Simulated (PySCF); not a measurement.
Ionisation of borane

Molecule: `B` (BH3). Atom numbers as in the mapped SMILES `[BH3:1]`.

Energies: ωB97X-D3(BJ)/ma-def2-TZVP (PySCF, density fitting, integration grid level 2) on PBE0-D3(BJ)/def2-SVP structures. Thermal corrections: PBE0-D3(BJ)/def2-SVP frequencies, unscaled, ideal gas at 298.15 K and 1 bar, quasi-RRHO entropy.

Frontier levels of the parent: HOMO -12.55 eV, LUMO 0.07 eV.

Oxidation to the radical cation:
- Vertical ionisation energy (electronic): 13.25 eV
- Adiabatic ionisation energy (with zero-point energy): 12.00 eV
- Adiabatic, electronic part: 12.13 eV
- Vertical gap at the product's structure: 10.44 eV
- Inner reorganisation energy (four-point): 2809 meV
- Relaxation of product / of parent: 1122 / 1687 meV
- ⟨S²⟩ of the product: 0.753
- Largest spin populations: B1 0.52, H (on B1) 0.25, H (on B1) 0.25
- Largest changes of atomic charge: B1 0.34, H (on B1) 0.26, H (on B1) 0.26, H (on B1) 0.15
- Distances that move most (Å): B1–H 1.207 → 1.287; B1–H 1.207 → 1.287; B1–H 1.207 → 1.190

Measured values (NIST Chemistry WebBook, evaluated or the median of agreeing entries): adiabatic ionisation energy 12.03 eV (computed 12.00, difference -0.02).

Differences come from unrounded values, so a last digit can differ from that of the printed terms.
